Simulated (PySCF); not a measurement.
# C2H6Si: NMR shifts at several levels of theory

Aim: compute the NMR shifts of C2H6Si (`C1C[SiH2]1`) at several levels, and see how far they spread and what each costs.

The runs use PySCF 2.14.0, with density-fitted response routines of our own; the level of theory stands in each step. All values are computed, except where a source is named. Atoms count from 0, in the outputs and in this text.

## (1) The molecule as given

9 atoms, charge 0, multiplicity 1; geometry from: PBE0-D3(BJ)/def2-SVP.

Bonds of the start (Å): C0–C1 1.54, C1–Si2 1.86, Si2–C0 1.86, C0–H3 1.10, C0–H4 1.10, C1–H5 1.10, C1–H6 1.10, Si2–H7 1.48, Si2–H8 1.48.

## (2) Nuclear shieldings: HF/pcSseg-2

What the job is given:

```
{"job": {"kind": "nmr", "xc": "HF", "basis": "pcSseg-2", "pop": false}, "charge": 0, "multiplicity": 1}
C     -0.592985     0.716139     0.205077
C     -0.520152    -0.725706    -0.321767
Si     1.129542     0.013270     0.126187
H     -1.065422     0.862103     1.182485
H     -0.879899     1.488357    -0.517204
H     -0.766480    -0.879479    -1.378027
H     -0.938597    -1.506490     0.322810
H      1.795801    -0.414921     1.381518
H      2.043174     0.458999    -0.955138
```

With the program's defaults for keys left out, this is: GIAO HF/pcSseg-2 NMR shielding, non-relativistic, gas phase.

Run with:

```
$ OMP_NUM_THREADS=1 python probes_run.py task.json out
```

This one command runs all jobs of the session in turn.

Log:

```text
final grid: 66576 points
cycle   1  E = -368.1138696932  dE =  3.236e-01  |g| = 2.783e-01  |ddm| = 2.008e+00
cycle   2  E = -368.1451443853  dE = -3.127e-02  |g| = 7.477e-02  |ddm| = 3.243e-01
cycle   3  E = -368.1478560343  dE = -2.712e-03  |g| = 1.932e-02  |ddm| = 1.621e-01
cycle   4  E = -368.1479690127  dE = -1.130e-04  |g| = 3.793e-03  |ddm| = 3.099e-02
cycle   5  E = -368.1479788850  dE = -9.872e-06  |g| = 1.104e-03  |ddm| = 1.124e-02
cycle   6  E = -368.1479801937  dE = -1.309e-06  |g| = 5.664e-04  |ddm| = 3.555e-03
cycle   7  E = -368.1479804006  dE = -2.069e-07  |g| = 1.333e-04  |ddm| = 1.368e-03
cycle   8  E = -368.1479804206  dE = -2.005e-08  |g| = 2.694e-05  |ddm| = 4.527e-04
cycle   9  E = -368.1479804212  dE = -5.367e-10  |g| = 6.124e-06  |ddm| = 7.963e-05
converged SCF energy = -368.1479804212

GIAO shielding tensors (ppm)
atom      isotropic    diamagn.    paramagn.     s11        s22        s33       span
  0 C      205.210     247.755     -42.546    177.188    201.929    236.511     59.323
  1 C      205.209     247.759     -42.550    177.138    201.940    236.551     59.413
  2 Si     518.903     876.694    -357.792    412.466    424.185    720.056    307.590
  3 H       31.297      30.646       0.651     25.698     26.972     41.221     15.523
  4 H       31.316      30.668       0.648     25.723     26.986     41.239     15.516
  5 H       31.296      30.653       0.643     25.695     26.972     41.219     15.524
  6 H       31.319      30.671       0.648     25.732     26.980     41.244     15.512
  7 H       29.028      29.545      -0.518     24.142     26.582     36.360     12.218
  8 H       29.029      29.547      -0.519     24.143     26.582     36.361     12.218
```

It took 11 s on 1 thread of Arm Neoverse N1, shared host; peak memory 0.77 GiB.

The references, computed at this level on geometries of the same kind, shield at (ppm): 1H TMS 31.68, 13C TMS 191.5, 29Si TMS 383.0. Their shielding less the atom's gives the shift. The references are single molecules in the gas phase. Atoms listed in one row are averaged.

```
         atoms                                                environment  σ (ppm)  δ (ppm)
        C0, C1                                 three-membered-ring carbon    205.2    -13.7
        H7, H8  hydrogen on a silicon bonded to 2 C, in a 3-membered ring    29.03     2.65
H3, H4, H5, H6                   hydrogen on a three-membered-ring carbon    31.31     0.38
           Si2           silicon bonded to 2 C, 2 H, in a 3-membered ring    518.9   -135.9
```

Ring of atoms C0, C1, Si2: NICS(0) -25.4, NICS(1) -8.1, NICS(1)zz -16.7 ppm (means of both faces).

In rings of three or four atoms NICS is ruled by the nearby σ bonds, so it says little on aromaticity.

## (3) Nuclear shieldings: LDA/pcSseg-2

The job, as its differences from that of step 2:

```diff
@@ -1,2 +1,2 @@
-{"job": {"kind": "nmr", "xc": "HF", "basis": "pcSseg-2", "pop": false}, "charge": 0, "multiplicity": 1}
+{"job": {"kind": "nmr", "xc": "LDA", "basis": "pcSseg-2", "pop": false}, "charge": 0, "multiplicity": 1}
 C     -0.592985     0.716139     0.205077
```

With the program's defaults for keys left out, this is: GIAO LDA/pcSseg-2 NMR shielding, non-relativistic, gas phase.

Log:

```text
coarse grid: 7520 points
cycle   1  E = -367.2992435805  dE =  1.084e-01  |g| = 6.014e-01  |ddm| = 2.145e+00
cycle   2  E = -366.9048832578  dE =  3.944e-01  |g| = 1.261e+00  |ddm| = 1.446e+00
cycle   3  E = -367.3924739911  dE = -4.876e-01  |g| = 9.973e-02  |ddm| = 1.272e+00
cycle   4  E = -367.3960452869  dE = -3.571e-03  |g| = 3.007e-02  |ddm| = 1.785e-01
cycle   5  E = -367.3963564680  dE = -3.112e-04  |g| = 1.424e-02  |ddm| = 5.233e-02
cycle   6  E = -367.3964048334  dE = -4.837e-05  |g| = 7.825e-04  |ddm| = 1.344e-02
cycle   7  E = -367.3964049926  dE = -1.592e-07  |g| = 1.937e-04  |ddm| = 9.583e-04
final grid: 66576 points
cycle   8  E = -367.3966712255  dE = -4.717e-05  |g| = 3.281e-03  |ddm| = 2.689e-02
cycle   9  E = -367.3966643678  dE =  6.858e-06  |g| = 5.878e-03  |ddm| = 5.328e-03
cycle  10  E = -367.3966733577  dE = -8.990e-06  |g| = 9.381e-04  |ddm| = 4.549e-03
cycle  11  E = -367.3966736364  dE = -2.787e-07  |g| = 1.672e-04  |ddm| = 1.213e-03
cycle  12  E = -367.3966736449  dE = -8.448e-09  |g| = 3.188e-05  |ddm| = 2.025e-04
cycle  13  E = -367.3966736451  dE = -2.685e-10  |g| = 4.139e-06  |ddm| = 4.049e-05
converged SCF energy = -367.3966736451

GIAO shielding tensors (ppm)
atom      isotropic    diamagn.    paramagn.     s11        s22        s33       span
  0 C      190.898     249.252     -58.354    164.731    189.007    218.958     54.227
  1 C      190.890     249.251     -58.362    164.678    189.002    218.989     54.310
  2 Si     467.890     880.818    -412.928    349.403    363.461    690.806    341.402
  3 H       30.211      29.742       0.470     24.926     25.960     39.749     14.823
  4 H       30.228      29.757       0.471     24.947     25.964     39.772     14.825
  5 H       30.210      29.746       0.464     24.924     25.960     39.746     14.822
  6 H       30.230      29.761       0.469     24.958     25.957     39.777     14.819
  7 H       28.114      28.547      -0.433     22.819     25.791     35.732     12.913
  8 H       28.114      28.549      -0.435     22.820     25.790     35.733     12.913
```

Wall time 23 s (1 thread of Arm Neoverse N1, shared host); peak memory 0.79 GiB.

In short: δ C0 -10.6, Si2 -164.8, H7 2.66, H3 0.55 ppm (means over like atoms).

## (4) Nuclear shieldings: PBE/pcSseg-2

The job, as its differences from that of step 3:

```diff
@@ -1,2 +1,2 @@
-{"job": {"kind": "nmr", "xc": "LDA", "basis": "pcSseg-2", "pop": false}, "charge": 0, "multiplicity": 1}
+{"job": {"kind": "nmr", "xc": "PBE", "basis": "pcSseg-2", "pop": false}, "charge": 0, "multiplicity": 1}
 C     -0.592985     0.716139     0.205077
```

Level: GIAO PBE/pcSseg-2 NMR shielding, non-relativistic, gas phase.

Log:

```text
coarse grid: 7520 points
cycle   1  E = -368.9535070535  dE =  1.092e-01  |g| = 5.709e-01  |ddm| = 2.074e+00
cycle   2  E = -368.6057689902  dE =  3.477e-01  |g| = 1.186e+00  |ddm| = 1.391e+00
cycle   3  E = -369.0402676334  dE = -4.345e-01  |g| = 8.742e-02  |ddm| = 1.206e+00
cycle   4  E = -369.0431154948  dE = -2.848e-03  |g| = 2.342e-02  |ddm| = 1.587e-01
cycle   5  E = -369.0433111552  dE = -1.957e-04  |g| = 1.117e-02  |ddm| = 4.223e-02
cycle   6  E = -369.0433434355  dE = -3.228e-05  |g| = 6.781e-04  |ddm| = 1.116e-02
cycle   7  E = -369.0433435487  dE = -1.132e-07  |g| = 1.452e-04  |ddm| = 7.280e-04
final grid: 66576 points
cycle   8  E = -369.0511388701  dE = -5.817e-05  |g| = 9.923e-03  |ddm| = 3.136e-02
cycle   9  E = -369.0510553561  dE =  8.351e-05  |g| = 1.968e-02  |ddm| = 1.919e-02
cycle  10  E = -369.0511628095  dE = -1.075e-04  |g| = 1.630e-03  |ddm| = 1.523e-02
cycle  11  E = -369.0511636794  dE = -8.699e-07  |g| = 3.156e-04  |ddm| = 2.331e-03
cycle  12  E = -369.0511637091  dE = -2.971e-08  |g| = 6.294e-05  |ddm| = 3.746e-04
cycle  13  E = -369.0511637102  dE = -1.018e-09  |g| = 7.912e-06  |ddm| = 7.973e-05
cycle  14  E = -369.0511637102  dE = -1.819e-11  |g| = 2.023e-06  |ddm| = 1.430e-05
converged SCF energy = -369.0511637102

GIAO shielding tensors (ppm)
atom      isotropic    diamagn.    paramagn.     s11        s22        s33       span
  0 C      188.998     248.554     -59.556    162.943    186.977    217.073     54.130
  1 C      188.990     248.554     -59.564    162.892    186.975    217.104     54.212
  2 Si     479.159     880.587    -401.428    367.424    380.355    689.697    322.274
  3 H       30.623      30.049       0.574     25.480     26.552     39.837     14.357
  4 H       30.639      30.067       0.572     25.501     26.557     39.859     14.358
  5 H       30.621      30.055       0.567     25.478     26.552     39.834     14.357
  6 H       30.641      30.070       0.571     25.511     26.550     39.863     14.353
  7 H       28.643      29.273      -0.629     23.439     26.460     36.032     12.593
  8 H       28.644      29.275      -0.631     23.440     26.460     36.032     12.593
```

Wall time 29 s (1 thread of Arm Neoverse N1, shared host); peak memory 0.73 GiB.

This run: δ C0 -9.6, Si2 -155.7, H7 2.53, H3 0.55 ppm (means over like atoms).

## (5) Shielding tensors: BLYP/pcSseg-2

The job, as its differences from that of step 4:

```diff
@@ -1,2 +1,2 @@
-{"job": {"kind": "nmr", "xc": "PBE", "basis": "pcSseg-2", "pop": false}, "charge": 0, "multiplicity": 1}
+{"job": {"kind": "nmr", "xc": "BLYP", "basis": "pcSseg-2", "pop": false}, "charge": 0, "multiplicity": 1}
 C     -0.592985     0.716139     0.205077
```

Level: GIAO BLYP/pcSseg-2 NMR shielding, non-relativistic, gas phase.

Log:

```text
coarse grid: 7520 points
cycle   1  E = -369.1551828465  dE =  1.145e-01  |g| = 6.059e-01  |ddm| = 2.063e+00
cycle   2  E = -368.7504194127  dE =  4.048e-01  |g| = 1.272e+00  |ddm| = 1.499e+00
cycle   3  E = -369.2515532587  dE = -5.011e-01  |g| = 9.540e-02  |ddm| = 1.305e+00
cycle   4  E = -369.2548923036  dE = -3.339e-03  |g| = 2.238e-02  |ddm| = 1.667e-01
cycle   5  E = -369.2550831669  dE = -1.909e-04  |g| = 9.513e-03  |ddm| = 4.218e-02
cycle   6  E = -369.2551090772  dE = -2.591e-05  |g| = 7.446e-04  |ddm| = 1.052e-02
cycle   7  E = -369.2551091942  dE = -1.170e-07  |g| = 1.533e-04  |ddm| = 6.661e-04
final grid: 66576 points
cycle   8  E = -369.2651012560  dE = -5.092e-05  |g| = 6.943e-03  |ddm| = 3.012e-02
cycle   9  E = -369.2650642624  dE =  3.699e-05  |g| = 1.333e-02  |ddm| = 1.289e-02
cycle  10  E = -369.2651123431  dE = -4.808e-05  |g| = 1.536e-03  |ddm| = 1.019e-02
cycle  11  E = -369.2651130784  dE = -7.353e-07  |g| = 3.050e-04  |ddm| = 2.008e-03
cycle  12  E = -369.2651131041  dE = -2.573e-08  |g| = 6.166e-05  |ddm| = 3.522e-04
cycle  13  E = -369.2651131051  dE = -9.624e-10  |g| = 8.323e-06  |ddm| = 7.727e-05
converged SCF energy = -369.2651131051

GIAO shielding tensors (ppm)
atom      isotropic    diamagn.    paramagn.     s11        s22        s33       span
  0 C      185.025     246.656     -61.631    157.918    182.662    214.495     56.578
  1 C      185.019     246.658     -61.640    157.867    182.661    214.527     56.660
  2 Si     467.283     879.868    -412.585    354.144    369.576    678.130    323.985
  3 H       30.844      30.290       0.554     25.851     26.990     39.692     13.841
  4 H       30.862      30.306       0.556     25.873     26.997     39.715     13.842
  5 H       30.843      30.296       0.548     25.849     26.990     39.690     13.841
  6 H       30.864      30.309       0.555     25.883     26.990     39.720     13.837
  7 H       28.865      29.360      -0.495     23.753     26.808     36.033     12.280
  8 H       28.865      29.362      -0.496     23.754     26.808     36.034     12.280
```

Run time: 27 s. Hardware: 1 thread of Arm Neoverse N1, shared host; peak memory 0.67 GiB.

This run: δ C0 -10.0, Si2 -157.6, H7 2.51, H3 0.52 ppm (means over like atoms).

## (6) Nuclear shieldings: BP86/pcSseg-2

The job, as its differences from that of step 5:

```diff
@@ -1,2 +1,2 @@
-{"job": {"kind": "nmr", "xc": "BLYP", "basis": "pcSseg-2", "pop": false}, "charge": 0, "multiplicity": 1}
+{"job": {"kind": "nmr", "xc": "BP86", "basis": "pcSseg-2", "pop": false}, "charge": 0, "multiplicity": 1}
 C     -0.592985     0.716139     0.205077
```

Method: GIAO BP86/pcSseg-2 NMR shielding, non-relativistic, gas phase.

Log:

```text
coarse grid: 7520 points
cycle   1  E = -369.2499339226  dE =  1.080e-01  |g| = 5.635e-01  |ddm| = 2.066e+00
cycle   2  E = -368.9229154702  dE =  3.270e-01  |g| = 1.157e+00  |ddm| = 1.358e+00
cycle   3  E = -369.3340839420  dE = -4.112e-01  |g| = 8.646e-02  |ddm| = 1.173e+00
cycle   4  E = -369.3368843585  dE = -2.800e-03  |g| = 2.206e-02  |ddm| = 1.527e-01
cycle   5  E = -369.3370584208  dE = -1.741e-04  |g| = 1.067e-02  |ddm| = 4.027e-02
cycle   6  E = -369.3370880414  dE = -2.962e-05  |g| = 6.363e-04  |ddm| = 1.045e-02
cycle   7  E = -369.3370881368  dE = -9.534e-08  |g| = 1.316e-04  |ddm| = 6.396e-04
final grid: 66576 points
cycle   8  E = -369.3452578471  dE = -5.930e-05  |g| = 5.095e-03  |ddm| = 2.947e-02
cycle   9  E = -369.3452387088  dE =  1.914e-05  |g| = 9.422e-03  |ddm| = 8.914e-03
cycle  10  E = -369.3452633579  dE = -2.465e-05  |g| = 1.099e-03  |ddm| = 7.470e-03
cycle  11  E = -369.3452636855  dE = -3.276e-07  |g| = 2.231e-04  |ddm| = 1.512e-03
cycle  12  E = -369.3452637013  dE = -1.580e-08  |g| = 6.114e-05  |ddm| = 3.148e-04
cycle  13  E = -369.3452637024  dE = -1.035e-09  |g| = 8.070e-06  |ddm| = 6.621e-05
cycle  14  E = -369.3452637024  dE = -1.950e-11  |g| = 2.419e-06  |ddm| = 1.405e-05
converged SCF energy = -369.3452637024

GIAO shielding tensors (ppm)
atom      isotropic    diamagn.    paramagn.     s11        s22        s33       span
  0 C      188.365     248.675     -60.310    162.488    186.295    216.313     53.824
  1 C      188.358     248.676     -60.318    162.438    186.293    216.343     53.905
  2 Si     476.778     880.599    -403.821    364.994    378.522    686.819    321.826
  3 H       30.689      30.139       0.550     25.585     26.665     39.816     14.231
  4 H       30.705      30.156       0.549     25.606     26.670     39.838     14.232
  5 H       30.687      30.145       0.543     25.583     26.665     39.814     14.230
  6 H       30.707      30.159       0.548     25.616     26.664     39.842     14.226
  7 H       28.686      29.296      -0.610     23.503     26.527     36.029     12.526
  8 H       28.687      29.299      -0.612     23.504     26.527     36.030     12.526
```

Run time: 28 s. Hardware: 1 thread of Arm Neoverse N1, shared host; peak memory 0.73 GiB.

Key values: δ C0 -9.2, Si2 -154.7, H7 2.55, H3 0.54 ppm (means over like atoms).

## (7) NMR shieldings: OPBE/pcSseg-2

The job, as its differences from that of step 6:

```diff
@@ -1,2 +1,2 @@
-{"job": {"kind": "nmr", "xc": "BP86", "basis": "pcSseg-2", "pop": false}, "charge": 0, "multiplicity": 1}
+{"job": {"kind": "nmr", "xc": "OPBE", "basis": "pcSseg-2", "pop": false}, "charge": 0, "multiplicity": 1}
 C     -0.592985     0.716139     0.205077
```

With the program's defaults for keys left out, this is: GIAO OPBE/pcSseg-2 NMR shielding, non-relativistic, gas phase.

Log:

```text
coarse grid: 7520 points
cycle   1  E = -369.1693254567  dE =  8.769e-02  |g| = 5.070e-01  |ddm| = 2.100e+00
cycle   2  E = -368.9106584727  dE =  2.587e-01  |g| = 1.031e+00  |ddm| = 1.252e+00
cycle   3  E = -369.2423151629  dE = -3.317e-01  |g| = 6.813e-02  |ddm| = 1.058e+00
cycle   4  E = -369.2440808413  dE = -1.766e-03  |g| = 2.562e-02  |ddm| = 1.400e-01
cycle   5  E = -369.2443094291  dE = -2.286e-04  |g| = 9.039e-03  |ddm| = 3.791e-02
cycle   6  E = -369.2443289659  dE = -1.954e-05  |g| = 6.429e-04  |ddm| = 8.257e-03
cycle   7  E = -369.2443290693  dE = -1.034e-07  |g| = 1.301e-04  |ddm| = 9.221e-04
final grid: 66576 points
cycle   8  E = -369.2447351186  dE = -1.702e-04  |g| = 1.089e-02  |ddm| = 5.080e-02
cycle   9  E = -369.2446722012  dE =  6.292e-05  |g| = 1.728e-02  |ddm| = 1.820e-02
cycle  10  E = -369.2447555194  dE = -8.332e-05  |g| = 3.154e-03  |ddm| = 1.547e-02
cycle  11  E = -369.2447582139  dE = -2.695e-06  |g| = 2.693e-04  |ddm| = 3.235e-03
cycle  12  E = -369.2447582359  dE = -2.200e-08  |g| = 1.116e-04  |ddm| = 5.191e-04
cycle  13  E = -369.2447582401  dE = -4.192e-09  |g| = 2.249e-05  |ddm| = 1.323e-04
cycle  14  E = -369.2447582402  dE = -1.280e-10  |g| = 4.922e-06  |ddm| = 3.109e-05
converged SCF energy = -369.2447582402

GIAO shielding tensors (ppm)
atom      isotropic    diamagn.    paramagn.     s11        s22        s33       span
  0 C      192.262     250.275     -58.012    167.696    190.894    218.197     50.500
  1 C      192.255     250.274     -58.019    167.649    190.891    218.226     50.577
  2 Si     499.846     881.597    -381.751    393.287    405.694    700.557    307.270
  3 H       30.614      29.901       0.713     25.401     26.467     39.976     14.575
  4 H       30.629      29.925       0.704     25.421     26.472     39.995     14.574
  5 H       30.613      29.910       0.703     25.398     26.468     39.973     14.575
  6 H       30.632      29.927       0.705     25.431     26.465     39.999     14.569
  7 H       28.721      29.718      -0.997     23.507     26.532     36.124     12.616
  8 H       28.722      29.721      -0.999     23.508     26.532     36.125     12.616
```

It took 29 s on 1 thread of Arm Neoverse N1, shared host; peak memory 0.8 GiB.

In short: δ C0 -7.8, Si2 -144.3, H7 2.48, H3 0.58 ppm (means over like atoms).

## (8) Nuclear shieldings: KT2/pcSseg-2

The job, as its differences from that of step 7:

```diff
@@ -1,2 +1,2 @@
-{"job": {"kind": "nmr", "xc": "OPBE", "basis": "pcSseg-2", "pop": false}, "charge": 0, "multiplicity": 1}
+{"job": {"kind": "nmr", "xc": "KT2", "basis": "pcSseg-2", "pop": false}, "charge": 0, "multiplicity": 1}
 C     -0.592985     0.716139     0.205077
```

Method: GIAO KT2/pcSseg-2 NMR shielding, non-relativistic, gas phase.

Log:

```text
coarse grid: 7520 points
cycle   1  E = -373.1552650528  dE =  1.128e-01  |g| = 5.025e-01  |ddm| = 2.040e+00
cycle   2  E = -372.8999303289  dE =  2.553e-01  |g| = 1.020e+00  |ddm| = 1.237e+00
cycle   3  E = -373.2268129995  dE = -3.269e-01  |g| = 7.795e-02  |ddm| = 1.038e+00
cycle   4  E = -373.2288504972  dE = -2.037e-03  |g| = 2.511e-02  |ddm| = 1.407e-01
cycle   5  E = -373.2290526582  dE = -2.022e-04  |g| = 8.985e-03  |ddm| = 3.852e-02
cycle   6  E = -373.2290753797  dE = -2.272e-05  |g| = 5.905e-04  |ddm| = 8.957e-03
cycle   7  E = -373.2290754708  dE = -9.110e-08  |g| = 1.661e-04  |ddm| = 1.035e-03
final grid: 66576 points
cycle   8  E = -373.2493043352  dE = -1.732e-04  |g| = 1.437e-02  |ddm| = 9.673e-02
cycle   9  E = -373.2492061412  dE =  9.819e-05  |g| = 2.163e-02  |ddm| = 2.628e-02
cycle  10  E = -373.2493292380  dE = -1.231e-04  |g| = 5.147e-03  |ddm| = 2.214e-02
cycle  11  E = -373.2493370288  dE = -7.791e-06  |g| = 4.815e-04  |ddm| = 4.422e-03
cycle  12  E = -373.2493370918  dE = -6.308e-08  |g| = 1.334e-04  |ddm| = 6.531e-04
cycle  13  E = -373.2493370978  dE = -5.932e-09  |g| = 1.611e-05  |ddm| = 1.694e-04
cycle  14  E = -373.2493370979  dE = -1.091e-10  |g| = 2.610e-06  |ddm| = 2.730e-05
converged SCF energy = -373.2493370979

GIAO shielding tensors (ppm)
atom      isotropic    diamagn.    paramagn.     s11        s22        s33       span
  0 C      191.923     249.250     -57.327    165.972    189.794    220.004     54.032
  1 C      191.917     249.252     -57.335    165.923    189.793    220.036     54.113
  2 Si     503.591     882.752    -379.161    394.574    406.991    709.207    314.633
  3 H       30.618      30.018       0.600     25.454     26.505     39.895     14.441
  4 H       30.635      30.042       0.593     25.477     26.512     39.916     14.440
  5 H       30.617      30.025       0.591     25.452     26.506     39.893     14.440
  6 H       30.638      30.045       0.593     25.487     26.505     39.921     14.435
  7 H       28.695      29.201      -0.506     23.486     26.462     36.138     12.652
  8 H       28.696      29.204      -0.508     23.487     26.461     36.139     12.652
```

Wall time 29 s (1 thread of Arm Neoverse N1, shared host); peak memory 0.8 GiB.

In short: δ C0 -9.6, Si2 -152.6, H7 2.48, H3 0.55 ppm (means over like atoms).

[end of part 1 of 2]
